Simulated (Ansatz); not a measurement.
Frontier orbitals of `C#CC#CC`.

```xyz
9

C    -1.906   -0.716    2.431
C    -1.181   -0.443    1.507
C    -0.362   -0.135    0.462
C     0.363    0.138   -0.464
C     1.232    0.463   -1.572
H    -2.545   -0.957    3.247
H     0.843    1.315   -2.135
H     1.321   -0.384   -2.258
H     2.234    0.719   -1.218
```

Total charge 0; spin multiplicity 1. All single points use the PBE0-D4/def2-TZVP geometry. Basis def2-TZVPP, the Gaussian-basis code of Ansatz.

```tsv
functional	HOMO (eV)	LUMO (eV)	gap (eV)
PBE	-6.07	-1.36	4.71
B97M-V	-6.22	-1.03	5.19
PBE0	-7.16	-0.44	6.72
ωB97M-V	-9.25	1.63	10.88
```

Against PBE, PBE0 changes HOMO and LUMO by −1.09 and +0.92 eV, ωB97M-V by −3.18 and +2.99 eV. A gap of 4.72 eV thus becomes 10.88 eV for the same molecule, so an orbital gap means little without its functional. A positive LUMO is unbound and depends on the basis.
